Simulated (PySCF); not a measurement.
benzene (C6H6), SMILES c1ccccc1. Atoms are numbered in the order given.

```xyz
12

C     -1.3987     0.0000     0.0000
C     -0.6994    -1.2113     0.0000
C      0.6994    -1.2113     0.0000
C      1.3987     0.0000     0.0000
C      0.6994     1.2113     0.0000
C     -0.6994     1.2113     0.0000
H     -2.4929     0.0000     0.0000
H     -1.2465    -2.1589     0.0000
H      1.2465    -2.1589     0.0000
H      2.4929     0.0000     0.0000
H      1.2465     2.1589     0.0000
H     -1.2465     2.1589     0.0000
```

The structure is a stationary point at r2SCAN-D4/def2-SVP.

The numbers are results of PBE/def2-TZVP in PySCF, not measurements.

ESP charges are fitted to the potential on shells at 1.4 to 2.0 van der Waals radii. Atomic charges (e):

```json
[
 {"atom": "C1", "Löwdin": "-0.14", "Mulliken": "-0.10", "ESP fit": "-0.11"},
 {"atom": "C2", "Löwdin": "-0.14", "Mulliken": "-0.10", "ESP fit": "-0.14"},
 {"atom": "C3", "Löwdin": "-0.14", "Mulliken": "-0.10", "ESP fit": "-0.14"},
 {"atom": "C4", "Löwdin": "-0.14", "Mulliken": "-0.10", "ESP fit": "-0.11"},
 {"atom": "C5", "Löwdin": "-0.14", "Mulliken": "-0.10", "ESP fit": "-0.14"},
 {"atom": "C6", "Löwdin": "-0.14", "Mulliken": "-0.10", "ESP fit": "-0.14"},
 {"atom": "H7", "Löwdin": "0.14", "Mulliken": "0.10", "ESP fit": "0.12"},
 {"atom": "H8", "Löwdin": "0.14", "Mulliken": "0.10", "ESP fit": "0.13"},
 {"atom": "H9", "Löwdin": "0.14", "Mulliken": "0.10", "ESP fit": "0.13"},
 {"atom": "H10", "Löwdin": "0.14", "Mulliken": "0.10", "ESP fit": "0.12"},
 {"atom": "H11", "Löwdin": "0.14", "Mulliken": "0.10", "ESP fit": "0.13"},
 {"atom": "H12", "Löwdin": "0.14", "Mulliken": "0.10", "ESP fit": "0.13"}
]
```

Computed Mayer and Wiberg (Löwdin basis) orders of the bonds:
```tsv
bond	Mayer	Wiberg
C1–C2	1.42	1.59
C2–C3	1.42	1.59
C3–C4	1.42	1.59
C4–C5	1.42	1.59
C1–C6	1.42	1.59
C5–C6	1.42	1.59
C1–H7	0.96	0.83
C2–H8	0.96	0.83
C3–H9	0.96	0.83
C4–H10	0.96	0.83
C5–H11	0.96	0.83
C6–H12	0.96	0.83
```
